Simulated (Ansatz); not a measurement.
**SiS (singlet): from Hartree-Fock to the top rungs at distance Si1–S2 = 2.344 Å, cc-pVDZ**

Aim: climb from Hartree-Fock through coupled cluster and multireference methods for SiS (singlet) at one geometry and basis, and see what each rung misses.

Computed with Ansatz 0.2.0, Gaussian basis. Level: cc-pVDZ, core rule «outside noble gas», up to 10 orbitals frozen.

The runs, in order: UHF; CCSD(T) on RHF; CCSD(T) on UHF; BCCD(T) on RHF; CISD; CCSDT(Q) on RHF; CCSDT(Q) on UHF; CCSDTQ on RHF; CASSCF and MRCISD+Q, 2 electrons in 2 orbitals; CASSCF and NEVPT2, 2 electrons in 2 orbitals; CASSCF and MRCISD+Q, 10 electrons in 8 orbitals; CASSCF and NEVPT2, 10 electrons in 8 orbitals.

19 further runs of the same task are left out: 2 for a known fault of the program, 14 that didn't finish, 3 set aside as unsound or not needed.

### 1 The geometry

The geometry derives from a PBE0/def2-TZVP stationary point (not a proven minimum). One bond is set to the value named and the two fragments are kept rigid.

2 atoms, charge 0, spin multiplicity 1.

Atoms are counted from 1 here; the program's logs count them from 0.

Bond lengths: Si1–S2 2.344 Å.

Coordinates:

```
atom   x (Å)   y (Å)   z (Å)
 Si1  0.0000  0.0000  0.0000
  S2  0.0000  0.0000  2.3440
```

### 2 UHF

The input, in.yaml:

```yaml
crystal:
  periodic: [false, false, false]
  atoms:
    - {symbol: Si, position_ang: [0.000000, 0.000000, 0.000000]}
    - {symbol: S, position_ang: [0.000000, 0.000000, 2.344000]}
basis:
  gaussian: {orbitals: cc-pVDZ}
magnetization: {spin_polarized: true, initial_magnetization: 0}
hamiltonian: {xc: hf}
output: {orbitals: {seedname: orbitals}}
```

Launch:

```
$ ansatz run in.yaml --threads 1 --pin off --events-out ev --progress --plain --max-ram 2393MiB
```

After this run come: CCSD(T) on RHF; CCSD(T) on UHF; BCCD(T) on RHF; CISD; CCSDT(Q) on RHF; CCSDT(Q) on UHF; CCSDTQ on RHF; CASSCF and MRCISD+Q, 2 electrons in 2 orbitals; CASSCF and NEVPT2, 2 electrons in 2 orbitals; CASSCF and MRCISD+Q, 10 electrons in 8 orbitals; CASSCF and NEVPT2, 10 electrons in 8 orbitals.

Q: Predict the results of all the runs planned. Wanted: RCCSDTQ from the RHF energy; RMP2 from RCCSDTQ; RCCSD from RCCSDTQ; RCCSD(T) from RCCSDTQ; RCCSDT(Q) from RCCSDTQ; NEVPT2 pair from RCCSDTQ; MRCISD+Q pair from RCCSDTQ; NEVPT2 valence from RCCSDTQ; T1 diagnostic.

The runs gave:

```
                         quantity                        value
      RCCSDTQ from the RHF energy                   -7.1760 eV
                RMP2 from RCCSDTQ                +107.4 kJ/mol
               RCCSD from RCCSDTQ                 +59.7 kJ/mol
            RCCSD(T) from RCCSDTQ                  +8.7 kJ/mol
           RCCSDT(Q) from RCCSDTQ                  -2.7 kJ/mol
         NEVPT2 pair from RCCSDTQ                +128.2 kJ/mol
       MRCISD+Q pair from RCCSDTQ                 +34.3 kJ/mol
      NEVPT2 valence from RCCSDTQ                 +96.9 kJ/mol
levels within 1 kcal/mol (43 meV)  RCCSDT(Q), MRCISD+Q valence
                    T1 diagnostic                        0.057
   effectively unpaired electrons                         0.17
```

RCCSD(T) lands +8.7 kJ/mol from the yardstick (1.3 % of the correlation energy). The occupations are near whole numbers, but T1 = 0.057 shows that the orbitals relax strongly. Of the multireference levels listed MRCISD+Q valence comes nearest in total energy (+0.6 kJ/mol), which doesn't show that its space is the better one. These misses are within one basis, not against nature.
